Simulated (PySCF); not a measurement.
PySCF input file for ClH, SMILES Cl, PBE-D3(BJ)/def2-TZVPD. Coordinates come from a PBE-D3(BJ)/def2-TZVPD optimisation.

```python
import numpy as np
from pyscf import gto, scf, dft, df
from pyscf.hessian import thermo

mol = gto.M(
    atom='''
    Cl    0.00000000    0.00000000   -0.07166346
    H     0.00000000    0.00000000    1.21827875
    ''',
    basis='def2-TZVPD',
    charge=0,
    spin=0,
    max_memory=1600,
    verbose=3,
)
mf = dft.RKS(mol, xc='pbe').density_fit(auxbasis='def2-universal-jkfit')
mf.disp = 'd3bj'
mf.grids.level = 3
mf.conv_tol = 1e-11
mf.max_cycle = 100
mf.kernel()

# [left out here: the lines that compute and print the analytic Hessian (its translational invariance restored by hand, since the grid's response is missing), thermochemistry and intensities]
```

Output:

```
converged SCF energy = -460.628716510301

WARN: DFTD3 does not support analytical Hessian, using finite difference


WARN: Mole.unit (angstrom) is changed to Bohr

Mode                                 0
Irrep
Freq [cm^-1]                     2894.2719
Reduced mass [au]                   1.0358
Force const [Dyne/A]                5.1123
Char temp [K]                    4164.2128
Normal mode                   x     y     z
       0  Cl                 0.00  0.00 -0.03
       1   H                 0.00  0.00  0.98
temperature 298.1500 [K]
pressure 101325.00 [Pa]
Rotational constants [GHz] inf 309.87944 309.87944
Symmetry number 1
Zero-point energy (ZPE) 0.00659 [Eh]   17311.590 [J/mol]
                           tot       elec      trans        rot        vib
Entropy [J/mol/K]       186.838      0.000    153.596     33.242      0.000
Cv [J/mol/K]             20.788      0.000     12.472      8.314      0.001
Cp [J/mol/K]             29.102      0.000     20.786      8.314      0.001
Internal energy [J/mol]                      3718.434   2478.956  17311.620
Internal energy [Eh]   -460.61976  -460.62872
Enthalpy [J/mol]                             6197.391   2478.956  17311.620
Enthalpy [Eh]          -460.61882
Gibbs free energy [J/mol]                  -39597.264  -7432.221  17311.588
Gibbs free energy [Eh] -460.64004
mode   freq/cm-1   IR/(km/mol)
   1     2894.27        38.172
max |gradient| / (hartree/bohr): 2.114502427668441e-05
APT charges: [-0.1823  0.1823]
```

The run converged.

Cost: roughly 6 core-seconds.
